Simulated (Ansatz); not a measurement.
Zinc-blende MgS (metastable phase), treated with LC-ωPBE in Ansatz (PAW).

Run with plane-wave cutoff 460 eV, 8×8×8 k mesh, Fermi–Dirac smearing 0.01 eV, scalar-relativistic PAW data made under PBE.

Equation-of-state points:

| V (Å³/atom) | E − E_lowest (meV/atom) | P (GPa) |
|---|---|---|
| 21.141 | 13.03 | 3.78 |
| 21.698 | 3.35 | 1.84 |
| 22.254 | 0.00 | 0.13 |
| 22.678 | 1.24 | -1.05 |
| 23.367 | 9.45 | -2.73 |

Problem. Estimate the bulk modulus from the pressures at 21.698 and 22.678 Å³/atom, and compare it with a fit to all energies.

Solution. B = −V dP/dV. Between V = 21.698 and 22.678 Å³/atom, dP/dV = (-1.05 − (1.84))/(22.678 − 21.698) = -2.95 GPa per Å³/atom; at the midpoint 22.188 Å³/atom this gives B ≈ 65.4 GPa. The third-order Birch–Murnaghan fit gives V0 = 22.298 Å³/atom, B0 = 63.9 GPa, B′ = 3.9, which lies 2 % below that estimate.

The result took roughly 10 core-minutes.

Ansatz is a program for electronic structure.
